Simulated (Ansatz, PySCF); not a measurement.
This PySCF input computes a CCSD(T)/cc-pVDZ energy:

```python
from pyscf import gto, scf, mp, cc as ccmod

mol = gto.M(
    atom='''
    O     0.00797430    0.03127390    1.17113953
    C     0.01594649    1.23699325    0.39861600
    C    -0.00912020   -1.05942675    0.35440347
    C     0.00238201    0.77005062   -0.90890318
    C    -0.01334858   -0.66592199   -0.94516083
    H    -0.01658194   -2.03380540    0.82240935
    H     0.00366830    1.41506903   -1.77894846
    H    -0.02603907   -1.32162564   -1.80630991
    ''',
    basis='cc-pvdz',
    charge=-1,
    spin=0,
    verbose=4,
)

mf = scf.RHF(mol)
mf.conv_tol = 1e-10
mf.max_cycle = 100
mf.kernel()
mp2 = mp.MP2(mf, frozen=5).run()
cc = ccmod.CCSD(mf, frozen=5)
cc.max_cycle = 100
cc.kernel()
et = cc.ccsd_t()
print(f'E(CCSD(T)) = {cc.e_tot + et:.9f}')
```

**Question.** Write an input for the same energy in Ansatz (an electronic-structure program) and say what it gives.

**Answer.** 
Ansatz 0.2 input:
```yaml
crystal:
  periodic: [false, false, false]
  atoms:
    - {symbol: O, position_ang: [0.00797430, 0.03127390, 1.17113953]}
    - {symbol: C, position_ang: [0.01594649, 1.23699325, 0.39861600]}
    - {symbol: C, position_ang: [-0.00912020, -1.05942675, 0.35440347]}
    - {symbol: C, position_ang: [0.00238201, 0.77005062, -0.90890318]}
    - {symbol: C, position_ang: [-0.01334858, -0.66592199, -0.94516083]}
    - {symbol: H, position_ang: [-0.01658194, -2.03380540, 0.82240935]}
    - {symbol: H, position_ang: [0.00366830, 1.41506903, -1.77894846]}
    - {symbol: H, position_ang: [-0.02603907, -1.32162564, -1.80630991]}
basis:
  gaussian:
    orbitals: cc-pVDZ
total_charge: -1
magnetization: {spin_polarized: false}
correlation: {method: ccsd_t, electrons: outside_noble_gas}
```
It gives -228.75353 Eh, and PySCF -228.75353 Eh, a difference of 0.00 mEh.

It need not be the lowest isomer of its formula. Whether it binds its extra electron was not tested at this geometry.
